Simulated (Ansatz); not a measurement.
A run of Ansatz (development build ahead of 0.2.0) on triplet SiP2 at this shape:

```xyz
3

Si    0.0000    0.0000    0.0000
P     0.0000    1.6707    1.2820
P     0.0000   -1.6707    1.2820
```

Its results:

```json
{"Converged": "yes", "Total energy": "-971.68258 hartree", "Spin squared of the determinant": "2.146", "Stability test": "minimum"}
```

(1) Which input gives this output? Name the method, the orbitals and the basis set, and write the input.

Results:

(1) PBE (unrestricted) in pcseg-2.

```yaml
crystal:
  periodic: [false, false, false]
  atoms:
    - { symbol: Si, position_ang: [0.0, 0.0, 0.0] }
    - { symbol: P, position_ang: [0.0, 1.6707, 1.282] }
    - { symbol: P, position_ang: [0.0, -1.6707, 1.282] }
basis:
  gaussian: { orbitals: pcseg-2 }
magnetization:
  spin_polarized: true
  initial_magnetization: 2
hamiltonian:
  xc: pbe
```

Caution: the unrestricted determinant is spin contaminated; other spin multiplicities may lie lower.
